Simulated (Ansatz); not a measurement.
Reaction (isomerisation): `CC/C=C/CC` → `C=CCCCC`

Calculated with Ansatz (gas phase, PBE0-D4/def2-TZVP geometries, no zero-point term in ΔE). CCSD(T)/CBS is the MP2 limit (def2-TZVPP, def2-QZVPP) plus CCSD(T) − MP2 in def2-TZVPP, frozen cores. Functionals use def2-TZVPP. B3LYP here is the variant with VWN-RPA as its local correlation; programs differ in this. Each species was taken in one conformer, which may not be the lowest.

Task: Is it downhill or uphill in electronic energy at CCSD(T)/CBS, and by how much? (An estimate is asked.)

Result: The calculation gave: Uphill: ΔE = +0.09 eV.

Task: What do these levels give: r2SCAN-D4, PBE0-D4, B3LYP, MP2/def2-TZVPP, MP2/def2-QZVPP, MP2/CBS(def2)? (Best estimate.)

Result: Ansatz gave: r2SCAN-D4 0.13, PBE0-D4 0.13, B3LYP 0.18, MP2/def2-TZVPP 0.10, MP2/def2-QZVPP 0.10, MP2/CBS(def2) 0.10 eV.

Largest T1 diagnostic among the species: 0.009.

In def2-TZVPP, CCSD(T) changes the Hartree–Fock value by −0.07 eV (the triples alone add −0.01 eV) and MP2 by −0.07 eV. The D4 term adds −0.06 eV with B3LYP and −0.03 eV with PBE0; it sums over pairs of atoms, weighted by their polarisabilities, and B3LYP, whose exchange is more repulsive, gets the larger term.
